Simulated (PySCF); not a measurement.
**Question.** Give a GFN2-xTB geometry of 2-methylbutylamine (`CC[C@@H](C)CN`).

**Answer.** 
```xyz
19
C5H13N angstrom
C      2.1702   -0.8038   -0.1115
C      1.2681    0.3832   -0.4317
C     -0.0890    0.3436    0.2796
C     -0.7755    1.7047    0.1886
C     -1.0096   -0.7330   -0.3044
N     -2.2469   -0.8051    0.4603
H      2.3346   -0.8801    0.9614
H      3.1356   -0.6811   -0.5974
H      1.7361   -1.7381   -0.4585
H      1.7831    1.2990   -0.1318
H      1.1048    0.4361   -1.5105
H      0.0790    0.1084    1.3376
H     -0.2075    2.4595    0.7277
H     -1.7739    1.6408    0.6115
H     -0.8605    2.0126   -0.8514
H     -0.4760   -1.6970   -0.3364
H     -1.2750   -0.4618   -1.3306
H     -2.8620   -1.5108    0.0702
H     -2.0452   -1.0679    1.4199
```

Orientation and origin are arbitrary. Atoms count from 1 in this order. N6 (primary amine nitrogen) is pyramidal (angles 110.4°, 109.9° and 107.7°, sum 327.9°, 0.38 Å off the plane of its three neighbours). Of the pairs four or more bonds apart, N6···H14 is among the closest relative to their van der Waals radii: 2.50 Å, 91 % of the sum of Bondi's values.

Bonds between heavy atoms (Å): C1–C2 1.525, C2–C3 1.533, C3–C4 1.527, C3–C5 1.532, C5–N6 1.456.

Computed geometry: GFN2-xTB, gas phase.

Point group: C1 (no symmetry element, even within 0.4 Å). No frequency check. One conformer, not necessarily the lowest (C1–C2–C3–C4 166°, C2–C3–C5–N6 176°, C3–C5–N6–H 179° and -62°).
